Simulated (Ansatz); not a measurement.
# PH₂ (doublet): wave-function methods side by side, cc-pV(Q+d)Z

Aim: climb from Hartree-Fock through coupled cluster and multireference methods for PH₂ (doublet) at one geometry and basis, and see what each rung misses.

Program: Ansatz 0.2.0, Gaussian basis. Level of theory: cc-pV(Q+d)Z, correlated electrons: outside noble gas. These are calculated values, not measurements.

The runs, in order: UHF; CCSD(T) on ROHF; CCSD(T) on UHF; BCCD(T) on ROHF; CISD; CCSDT(Q) on ROHF; CCSDT(Q) on UHF; CASSCF and MRCISD+Q, 7 electrons in 6 orbitals; CASSCF and NEVPT4(SD), 7 electrons in 6 orbitals; CASSCF and NEVPT2, 7 electrons in 6 orbitals.

### 1 What is computed

The geometry is an MP2(full)/6-31G* stationary point (not a proven minimum).

3 atoms, charge 0, spin multiplicity 2.

Atoms are counted from 1 here; the program's logs count them from 0.

Bond lengths: P1–H2 1.419 Å, P1–H3 1.419 Å. Angles: H2–P1–H3 92.6°.

Coordinates:

```csv
atom,x (Å),y (Å),z (Å)
P1,0.0000,0.0000,0.0599
H2,0.0000,1.0256,-0.9209
H3,0.0000,-1.0256,-0.9209
```

In the tables R marks a restricted open-shell determinant and U an unrestricted one; 'valence' is the active space of 7 electrons in 6 orbitals; correlation energies count from the lowest restricted Hartree-Fock solution.

### 2 UHF

in.yaml reads:

```yaml
crystal:
  periodic: [false, false, false]
  atoms:
    - {symbol: P, position_ang: [0.000000, 0.000000, 0.059937]}
    - {symbol: H, position_ang: [0.000000, 1.025642, -0.920927]}
    - {symbol: H, position_ang: [0.000000, -1.025642, -0.920927]}
basis:
  gaussian: {orbitals: "cc-pV(Q+d)Z.json"}
magnetization: {spin_polarized: true, initial_magnetization: 1}
hamiltonian: {xc: hf}
output: {orbitals: {seedname: orbitals}}
```

Launch:

```
$ ansatz run in.yaml --threads 1 --pin off --events-out ev --progress --plain --max-ram 4096MiB --backend cpu
```

The runs that follow: CCSD(T) on ROHF; CCSD(T) on UHF; BCCD(T) on ROHF; CISD; CCSDT(Q) on ROHF; CCSDT(Q) on UHF; CASSCF and MRCISD+Q, 7 electrons in 6 orbitals; CASSCF and NEVPT4(SD), 7 electrons in 6 orbitals; CASSCF and NEVPT2, 7 electrons in 6 orbitals.

**Question.** What will the summary of the whole plan be? Wanted: correlation energy, UCCSDT(Q); RMP2 from UCCSDT(Q); UMP2 from UCCSDT(Q); RCCSD from UCCSDT(Q); RCCSD(T) from UCCSDT(Q); UCCSD(T) from UCCSDT(Q); RCCSDT(Q) from UCCSDT(Q); NEVPT2 valence from UCCSDT(Q); NEVPT4(SD) valence from UCCSDT(Q).

**Answer**, as computed:

| quantity | value |
| --- | --- |
| correlation energy, UCCSDT(Q) | -5.0448 eV |
| RMP2 from UCCSDT(Q) | +851.8 meV |
| UMP2 from UCCSDT(Q) | +884.9 meV |
| RCCSD from UCCSDT(Q) | +210.3 meV |
| RCCSD(T) from UCCSDT(Q) | +31.0 meV |
| UCCSD(T) from UCCSDT(Q) | +31.3 meV |
| RCCSDT(Q) from UCCSDT(Q) | +0.9 meV |
| NEVPT2 valence from UCCSDT(Q) | +933.9 meV |
| NEVPT4(SD) valence from UCCSDT(Q) | +137.2 meV |
| MRCISD+Q valence from UCCSDT(Q) | +34.2 meV |
| levels within 1 kcal/mol (43 meV) | RCCSD(T), UCCSD(T), BCCD(T), RCCSDT, UCCSDT, RCCSDT(Q), MRCISD+Q valence |
| T1 diagnostic | 0.020 |
| effectively unpaired electrons | 1.01 |

**Reading.** RCCSD(T) misses by +31.0 meV, 0.6 % of the correlation energy. One determinant dominates. Of the multireference levels listed MRCISD+Q valence comes nearest (+34.2 meV). These misses are within one basis and frozen core, not against nature; frozen cores of the runs differ by up to some meV.
